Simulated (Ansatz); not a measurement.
# fcc Ca

Computed with r²SCAN (plane waves, PAW; Ansatz, a program for electronic structure).

Run with plane-wave cutoff 600 eV, 16×16×16 k mesh, Fermi–Dirac smearing 0.1 eV, finite displacements, force constants from a 4×4×4 q mesh, scalar-relativistic PAW data made under PBE.

Cell: relaxed at this level.

```json
{
  "zero_point_energy": "0.021 eV/atom"
}
```

Cost on a shared machine: around 29 core-minutes (rough).
